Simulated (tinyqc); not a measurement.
Worked calculation: CCD on RHF in the sto-3g basis, frozen core, for HF, spin multiplicity 1. Computed by tinyqc, a small Python program that keeps every step (integrals from PySCF). Settings: charge = 0, multiplicity = 1, basis = sto-3g, method = RHF, frozen orbitals = 1, energy threshold = 1e-10, iteration cap = 65, orthogonalisation = symmetric, start = Wolfsberg-Helmholz matrix, DIIS depth = 6, amplitude equations = CCD, DIIS depth for amplitudes = 4, cap on updates = 58. Command: `OMP_NUM_THREADS=1 python tinyqc.py 31611 31612 out.jsonl` (the two numbers bound the seeds that draw the settings). One thread of a shared host (Intel(R) Xeon(R) Processor @ 2.60GHz), about 0.07 s of CPU time with the checks. The early iterations of the SCF are left out here.

## One-electron integrals

Geometry (angstrom):
```
atom         x         y         z
F     0.000000  0.000000  0.000000
H     0.000000  0.000000  1.189000
```

Basis sto-3g: exponents (1/bohr^2) and contraction coefficients of normalised primitives:
```
element  l (shell)    exponent  coefficient
F            s (1)  166.679130     0.154329
F            s (1)   30.360812     0.535328
F            s (1)    8.216821     0.444635
F            s (2)    6.464803    -0.099967
F            s (2)    1.502281     0.399513
F            s (2)    0.488588     0.700115
F            p (3)    6.464803     0.155916
F            p (3)    1.502281     0.607684
F            p (3)    0.488588     0.391957
H            s (1)    3.425251     0.154329
H            s (1)    0.623914     0.535328
H            s (1)    0.168855     0.444635
```

Overlap, kinetic and nuclear-attraction integrals over the contracted functions; the nuclear repulsion is the sum of Za Zb / Rab.

nuclear repulsion = 4.00554659 hartree

overlap S:
```
           1F 1s     1F 2s    1F 2px    1F 2py    1F 2pz     2H 1s
1F 1s   1.000000  0.237990  0.000000  0.000000  0.000000  0.025835
1F 2s   0.237990  1.000000  0.000000  0.000000  0.000000  0.288848
1F 2px  0.000000  0.000000  1.000000  0.000000  0.000000  0.000000
1F 2py  0.000000  0.000000  0.000000  1.000000  0.000000  0.000000
1F 2pz  0.000000  0.000000  0.000000  0.000000  1.000000  0.250180
2H 1s   0.025835  0.288848  0.000000  0.000000  0.250180  1.000000
```

kinetic energy T (hartree):
```
            1F 1s      1F 2s    1F 2px    1F 2py    1F 2pz      2H 1s
1F 1s   36.984577  -0.212858  0.000000  0.000000  0.000000  -0.007652
1F 2s   -0.212858   1.037995  0.000000  0.000000  0.000000   0.026338
1F 2px   0.000000   0.000000  3.248015  0.000000  0.000000   0.000000
1F 2py   0.000000   0.000000  0.000000  3.248015  0.000000   0.000000
1F 2pz   0.000000   0.000000  0.000000  0.000000  3.248015   0.107327
2H 1s   -0.007652   0.026338  0.000000  0.000000  0.107327   0.760032
```

nuclear attraction V (hartree):
```
             1F 1s       1F 2s      1F 2px      1F 2py      1F 2pz      2H 1s
1F 1s   -77.454640   -9.282729    0.000000    0.000000   -0.008956  -1.032159
1F 2s    -9.282729  -11.985888    0.000000    0.000000   -0.111286  -2.490443
1F 2px    0.000000    0.000000  -11.873497    0.000000    0.000000   0.000000
1F 2py    0.000000    0.000000    0.000000  -11.873497    0.000000   0.000000
1F 2pz   -0.008956   -0.111286    0.000000    0.000000  -11.932998  -1.860238
2H 1s    -1.032159   -2.490443    0.000000    0.000000   -1.860238  -5.173804
```

core Hamiltonian H = T + V (hartree):
```
             1F 1s       1F 2s     1F 2px     1F 2py     1F 2pz      2H 1s
1F 1s   -40.470064   -9.495586   0.000000   0.000000  -0.008956  -1.039811
1F 2s    -9.495586  -10.947893   0.000000   0.000000  -0.111286  -2.464105
1F 2px    0.000000    0.000000  -8.625482   0.000000   0.000000   0.000000
1F 2py    0.000000    0.000000   0.000000  -8.625482   0.000000   0.000000
1F 2pz   -0.008956   -0.111286   0.000000   0.000000  -8.684983  -1.752912
2H 1s    -1.039811   -2.464105   0.000000   0.000000  -1.752912  -4.413772
```

## Two-electron integrals

Functions are numbered as in S; the eight-fold symmetry (ij|kl) = (ji|kl) = (kl|ij) leaves the list below.

Two-electron integrals (ij|kl) in chemists' order, unique and non-zero (hartree):
```
(11|11) 5.403501   (21|11) 0.841920   (21|21) 0.156299   (22|11) 1.268028
(22|21) 0.292344   (22|22) 0.926167   (31|31) 0.027998   (32|31) 0.043169
(32|32) 0.204588   (33|11) 1.264502   (33|21) 0.292403   (33|22) 0.925959
(33|33) 0.997514   (41|41) 0.027998   (42|41) 0.043169   (42|42) 0.204588
(43|43) 0.053770   (44|11) 1.264502   (44|21) 0.292403   (44|22) 0.925959
(44|33) 0.889973   (44|44) 0.997514   (51|51) 0.027998   (52|51) 0.043169
(52|52) 0.204588   (53|53) 0.053770   (54|54) 0.053770   (55|11) 1.264502
(55|21) 0.292403   (55|22) 0.925959   (55|33) 0.889973   (55|44) 0.889973
(55|55) 0.997514   (61|11) 0.092493   (61|21) 0.017039   (61|22) 0.031712
(61|33) 0.031663   (61|44) 0.031663   (61|51) 0.000683   (61|52) 0.001290
(61|55) 0.031814   (61|61) 0.001876   (62|11) 0.252777   (62|21) 0.059140
(62|22) 0.211292   (62|33) 0.208111   (62|44) 0.208111   (62|51) 0.004015
(62|52) 0.032396   (62|55) 0.217443   (62|61) 0.006549   (62|62) 0.061182
(63|31) 0.005964   (63|32) 0.036204   (63|53) 0.006679   (63|63) 0.008753
(64|41) 0.005964   (64|42) 0.036204   (64|54) 0.006679   (64|64) 0.008753
(65|11) 0.179755   (65|21) 0.042570   (65|22) 0.162853   (65|33) 0.156072
(65|44) 0.156072   (65|51) 0.008478   (65|52) 0.059659   (65|55) 0.176227
(65|61) 0.004894   (65|62) 0.057973   (65|65) 0.063339   (66|11) 0.438387
(66|21) 0.104215   (66|22) 0.430500   (66|33) 0.416979   (66|44) 0.416979
(66|51) 0.008139   (66|52) 0.093963   (66|55) 0.457137   (66|61) 0.011590
(66|62) 0.166209   (66|65) 0.183693   (66|66) 0.774606
```

## Orthogonalisation

S = U s U^T; symmetric (Loewdin) form X = U s^(-1/2) U^T, so that X^T S X = 1.

eigenvalues of S: 0.582252  0.849791  1.000000  1.000000  1.128581  1.439375

X:
```
            1F 1s      1F 2s    1F 2px    1F 2py     1F 2pz      2H 1s
1F 1s    1.022709  -0.127610  0.000000  0.000000  -0.003537   0.015403
1F 2s   -0.127610   1.059084  0.000000  0.000000   0.031189  -0.162862
1F 2px   0.000000   0.000000  1.000000  0.000000   0.000000   0.000000
1F 2py   0.000000   0.000000  0.000000  1.000000   0.000000   0.000000
1F 2pz  -0.003537   0.031189  0.000000  0.000000   1.026348  -0.138146
2H 1s    0.015403  -0.162862  0.000000  0.000000  -0.138146   1.061993
```

## Starting guess

The start is the generalised Wolfsberg-Helmholz matrix (K = 1.75) built on H; D = 2 C_occ C_occ^T.

D at the start:
```
            1F 1s      1F 2s    1F 2px    1F 2py     1F 2pz      2H 1s
1F 1s    2.100044  -0.420819  0.000000  0.000000   0.056904  -0.128691
1F 2s   -0.420819   1.792788  0.000000  0.000000  -0.212774   0.391307
1F 2px   0.000000   0.000000  2.000000  0.000000   0.000000   0.000000
1F 2py   0.000000   0.000000  0.000000  2.000000   0.000000   0.000000
1F 2pz   0.056904  -0.212774  0.000000  0.000000   1.866051   0.203667
2H 1s   -0.128691   0.391307  0.000000  0.000000   0.203667   0.120105
```

## Iteration 7 (converged): orbitals

converged F (hartree):
```
             1F 1s      1F 2s     1F 2px     1F 2py     1F 2pz      2H 1s
1F 1s   -25.913830  -6.625012   0.000000   0.000000  -0.016372  -0.733788
1F 2s    -6.625012  -3.019459   0.000000   0.000000  -0.030947  -0.705227
1F 2px    0.000000   0.000000  -0.462737   0.000000   0.000000   0.000000
1F 2py    0.000000   0.000000   0.000000  -0.462737   0.000000   0.000000
1F 2pz   -0.016372  -0.030947   0.000000   0.000000  -0.232479  -0.450501
2H 1s    -0.733788  -0.705227   0.000000   0.000000  -0.450501  -0.322059
```

Diagonalise F' = X^T F X, C = X C', fill 5 alpha and 5 beta electrons from the bottom; D = 2 C_occ C_occ^T. Each column has its largest component positive (the first on a tie).

F' = X^T F X (hartree):
```
            1          2          3          4          5          6
1  -25.444376  -3.396062   0.000000   0.000000  -0.036557  -0.055277
2   -3.396062  -1.811380   0.000000   0.000000   0.064188  -0.348598
3    0.000000   0.000000  -0.462737   0.000000   0.000000   0.000000
4    0.000000   0.000000   0.000000  -0.462737   0.000000   0.000000
5   -0.036557   0.064188   0.000000   0.000000  -0.121590  -0.439539
6   -0.055277  -0.348598   0.000000   0.000000  -0.439539  -0.069855
```

orbital energies (hartree): MO1 -25.923155, MO2 -1.418917, MO3 -0.500428, MO4 -0.462737, MO5 -0.462737, MO6 0.395299

coefficients C:
```
              MO1        MO2        MO3        MO4       MO5        MO6
1F 1s    0.994950  -0.257407   0.054799   0.000000  0.000000   0.057277
1F 2s    0.020787   0.991009  -0.281031   0.000000  0.000000  -0.322383
1F 2px   0.000000   0.000000   0.000000  -0.122766  0.992436   0.000000
1F 2py   0.000000   0.000000   0.000000   0.992436  0.122766   0.000000
1F 2pz   0.001448   0.030827   0.685848   0.000000  0.000000  -0.775964
2H 1s   -0.003359   0.105956   0.588904   0.000000  0.000000   0.903122
```

D after iteration 7:
```
            1F 1s      1F 2s    1F 2px    1F 2py     1F 2pz      2H 1s
1F 1s    2.118374  -0.499622  0.000000  0.000000   0.062179   0.003311
1F 2s   -0.499622   2.123019  0.000000  0.000000  -0.324329  -0.121134
1F 2px   0.000000   0.000000  2.000000  0.000000   0.000000   0.000000
1F 2py   0.000000   0.000000  0.000000  2.000000   0.000000   0.000000
1F 2pz   0.062179  -0.324329  0.000000  0.000000   0.942680   0.814320
2H 1s    0.003311  -0.121134  0.000000  0.000000   0.814320   0.716091
```

Within a degenerate level the vectors are fixed only up to a rotation; this is one choice.

## Convergence

Stop when the energy changes by less than 1e-10 hartree and every element of the error matrix X^T (F D S - S D F) X is below 3e-06.

Course of the cycle:
```
iteration   E (hartree)     change  largest element of the error matrix
1          -98.20105330          -                             4.63e-01
2          -98.51833339  -3.17e-01                             7.63e-02
3          -98.52646583  -8.13e-03                             1.43e-02
4          -98.52660624  -1.40e-04                             1.28e-03
5          -98.52660832  -2.08e-06                             2.21e-05
6          -98.52660832  -3.25e-10                             3.54e-07
7          -98.52660832  -7.11e-14                             1.24e-10
```

PySCF RHF in the same basis = -98.52660832 hartree

Converged in 7 iterations.

## Populations, bond orders and dipole

Mulliken: Z minus the diagonal of D S on the atom; Loewdin: the same with S^(1/2) D S^(1/2); Mayer order: 2 sum_s sum (D(s) S)_ij (D(s) S)_ji over the two atoms.

Charges (e):
```
atom   Mulliken    Loewdin
1F    -0.115086  -0.093614
2H     0.115086   0.093614
```

Mayer bond orders:
```
pair     order
2-1   0.986755
```

dipole moment about the origin, x y z (debye): 0.000000  0.000000  1.062131

## Integrals over molecular orbitals

(pq|rs) = sum C_ip C_jq C_kr C_ls (ij|kl), one index at a time.

one-electron integrals over orbitals h = C^T H C (hartree):
```
            1          2          3          4          5          6
1  -40.452654   0.720120  -0.144846   0.000000   0.000000  -0.156484
2    0.720120  -9.125556   0.512854   0.000000   0.000000   0.847179
3   -0.144846   0.512854  -6.935007   0.000000   0.000000   2.198636
4    0.000000   0.000000   0.000000  -8.625482   0.000000   0.000000
5    0.000000   0.000000   0.000000   0.000000  -8.625482   0.000000
6   -0.156484   0.847179   2.198636   0.000000   0.000000  -6.020081
```

Two-electron integrals over orbitals (pq|rs), unique and non-zero (hartree); the lowest 1 orbital is frozen and left out:
```
(22|22) 0.869134    (32|22) -0.043771   (32|32) 0.139539    (33|22) 0.703033
(33|32) -0.018749   (33|33) 0.689619    (42|42) 0.188227    (43|42) -0.030435
(43|43) 0.037037    (44|22) 0.892511    (44|32) -0.069036   (44|33) 0.690398
(44|44) 0.997514    (52|52) 0.188227    (53|52) -0.030435   (53|53) 0.037037
(54|54) 0.053770    (55|22) 0.892511    (55|32) -0.069036   (55|33) 0.690398
(55|44) 0.889973    (55|55) 0.997514    (62|22) -0.092851   (62|32) -0.072499
(62|33) -0.023662   (62|44) -0.091503   (62|55) -0.091503   (62|62) 0.091849
(63|22) -0.225971   (63|32) 0.084171    (63|33) -0.097842   (63|44) -0.238222
(63|55) -0.238222   (63|62) 0.040203    (63|63) 0.223106    (64|42) -0.030738
(64|43) -0.021276   (64|64) 0.029450    (65|52) -0.030738   (65|53) -0.021276
(65|65) 0.029450    (66|22) 0.646111    (66|32) 0.049860    (66|33) 0.653528
(66|44) 0.628902    (66|55) 0.628902    (66|62) -0.056190   (66|63) -0.024177
(66|66) 0.682466
```

## CCD: starting amplitudes

t_ij^ab = <ij||ab> / (e_i + e_j - e_a - e_b), whose energy is MP2.

Starting amplitudes (spin orbitals 1a, 1b, ...; amplitudes related by a flip of all spins are not repeated):
```
from      to          t
3a 3b  6a 6b  -0.124539
2a 2b  6a 6b  -0.025314
5a 5b  6a 6b  -0.017161
4a 4b  6a 6b  -0.017161
2a 3b  6a 6b  -0.014835
```

correlation energy = -0.03231401 hartree

## CCD: amplitude update 1

t_ij^ab D_ij^ab are set to the remaining terms of the spin-orbital equations, evaluated with the old amplitudes; for the doubles these are <ij||ab> + 1/2 <ab||ef> t_ij^ef + 1/2 <mn||ij> t_mn^ab + P(ij)P(ab) <mb||ej> t_im^ae + terms in t^2, D the orbital-energy denominators.

Amplitudes after update 1 (spin orbitals 1a, 1b, ...; amplitudes related by a flip of all spins are not repeated):
```
from      to          t
3a 3b  6a 6b  -0.176231
2a 2b  6a 6b  -0.025287
2a 3b  6a 6b  -0.023762
5a 5b  6a 6b  -0.019130
4a 4b  6a 6b  -0.019130
```

correlation energy = -0.04467814 hartree

## CCD: amplitude update 2

As before.

Amplitudes after update 2 (spin orbitals 1a, 1b, ...; amplitudes related by a flip of all spins are not repeated):
```
from      to          t
3a 3b  6a 6b  -0.197747
2a 3b  6a 6b  -0.027585
2a 2b  6a 6b  -0.023511
5a 5b  6a 6b  -0.018988
4a 4b  6a 6b  -0.018988
```

correlation energy = -0.04961419 hartree

## CCD: convergence

E_corr = 1/4 sum <ij||ab> t_ij^ab; stop when the norm of the change is below 1e-8.

Course of the amplitude iterations:
```
update  correlation energy (hartree)  norm of the change
0                        -0.03231401                   -
1                        -0.04467814            1.07e-01
2                        -0.04961419            4.45e-02
3                        -0.05305440            1.85e-02
4                        -0.05302192            3.28e-04
5                        -0.05303032            5.39e-05
6                        -0.05302822            1.30e-05
7                        -0.05302819            2.54e-06
8                        -0.05302824            5.45e-07
9                        -0.05302824            1.96e-08
10                       -0.05302824            3.90e-09
```

Converged amplitudes (spin orbitals 1a, 1b, ...; amplitudes related by a flip of all spins are not repeated):
```
from      to          t
3a 3b  6a 6b  -0.213052
2a 3b  6a 6b  -0.030064
2a 2b  6a 6b  -0.021672
5a 5b  6a 6b  -0.018458
4a 4b  6a 6b  -0.018458
```

CCD total energy = -98.57963656 hartree

Converged in 10 updates, with DIIS from the third.
